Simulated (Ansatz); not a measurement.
# The cluster Rb3−: structure and electronic state

Aim: characterise the cluster Rb3− as a singlet: its structure, frontier levels and distribution of charge.

Computed with Ansatz 0.2.0, Gaussian basis. Level: RKS PBE0/def2-TZVPD.

Levels to be run: relaxation at PBE0/def2-TZVPD; a single point at PBE0/def2-TZVPD.

8 further runs of the same task are left out: 8 set aside as unsound or not needed. Runs told in other sessions of the task aren't counted.

### Step 1. Where the work starts

3 atoms, charge -1, spin multiplicity 1.

Atoms are counted from 1 here; the program's logs count them from 0.

Bond lengths: Rb1–Rb2 4.275 Å, Rb2–Rb3 4.278 Å. Angles: Rb1–Rb2–Rb3 130.7°.

Rb takes a core potential in the def2 sets. No spin-orbit coupling is included. The ion is computed in the gas phase, without counter-ions or solvent.

The start is a GFN2-xTB geometry.

### Step 2. Relaxation at PBE0/def2-TZVPD

File in.yaml:

```yaml
crystal:
  periodic: [false, false, false]
  atoms:
    - {symbol: Rb, position_ang: [3.356310, -1.979750, -0.521180]}
    - {symbol: Rb, position_ang: [-0.751260, -0.922430, 0.014970]}
    - {symbol: Rb, position_ang: [-2.605050, 2.902180, 0.506220]}
basis:
  gaussian: {orbitals: def2-TZVPD}
total_charge: -1
hamiltonian: {xc: pbe0}
scf: {omitted_lower_state_checks: [starts]}
output: {orbitals: {seedname: orbitals}}
relax: {f_tol: 0.02, max_steps: 100}
```

On the command line:

```console
$ ansatz run in.yaml --threads 4 --pin off --events-out ev --progress --plain --max-ram 3916MiB
```

Further steps of the session: Single point, PBE0/def2-TZVPD.

Before running them: what should the planned runs give, taken together? Wanted: point group; commonest bond; HOMO, LUMO at PBE0/def2-TZVPD.

As calculated:

| quantity | value |
| --- | --- |
| point group | D∞h |
| commonest bond | Rb–Rb, 2 of mean length 4.690 Å |
| HOMO, LUMO at PBE0/def2-TZVPD | -0.19, 0.96 eV |

What this shows: The molecule keeps its bonding pattern by the stored test; the atoms moved 1.06 Å (rms), and the angle Rb1–Rb2–Rb3 went from 131° to 180°. No usable vibrations, so a minimum isn't proven. The HOMO lies nearest to Rb1, Rb3 about 44 % each; Rb2 12 % and the LUMO to Rb2 41 %; Rb1, Rb3 about 29 % each. Whether this spin is the lowest isn't tested here.
